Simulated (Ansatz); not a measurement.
System (SMILES): C=O (CH2-O).
Geometry (B3LYP-D3(BJ)/def2-TZVP, fixed):
```xyz
4

O     -0.0009    -0.0102     0.6728
C      0.0007     0.0079    -0.5259
H     -0.0027     0.9554    -1.0993
H      0.0057    -0.9218    -1.1276
```

How fast the dipole moment converges with the basis for several methods (Ansatz, a first-principles code): deviation from each method's own reference, in D. References: HF 2.809 D, the value in aug-cc-pVQZ; MP2 2.348 D, the value in aug-cc-pVQZ; PBE 2.202 D, the value in aug-cc-pVQZ; PBE0 2.375 D, the value in aug-cc-pVQZ. Cartesian d functions, on some or all atoms, in 6-31G*, 6-31+G*; all else is spherical. In correlated methods cores are frozen. No added dispersion term, no relativity. The reference of a correlated method is not its basis-set limit, which lies further on.

```
basis        functions      HF  MP2     PBE    PBE0
-----------  ---------  ------  ---  ------  ------
6-31G               22   0.167    ?  -0.047   0.038
6-31G*              34  -0.084    ?  -0.221  -0.164
pcseg-1             38   0.162    ?  -0.018   0.057
6-31+G*             42   0.127    ?   0.095   0.104
6-311G**            48  -0.062    ?  -0.149  -0.108
def2-SVPD           59   0.047    ?   0.040   0.041
aug-cc-pVTZ        138   0.004    ?   0.001   0.001
def2-QZVPPD        195   0.000    ?   0.001   0.000
```

**Question.** Complete the blanks.

**Answer.** 
- 6-31G, MP2: -0.023
- 6-31G*, MP2: -0.147
- pcseg-1, MP2: 0.046
- 6-31+G*, MP2: 0.136
- 6-311G**, MP2: -0.219
- def2-SVPD, MP2: 0.017
- aug-cc-pVTZ, MP2: -0.012
- def2-QZVPPD, MP2: -0.010

Mean absolute deviation over 6-311G**, aug-cc-pVTZ: HF 0.033, PBE0 0.055, PBE 0.075, MP2 0.116 D.
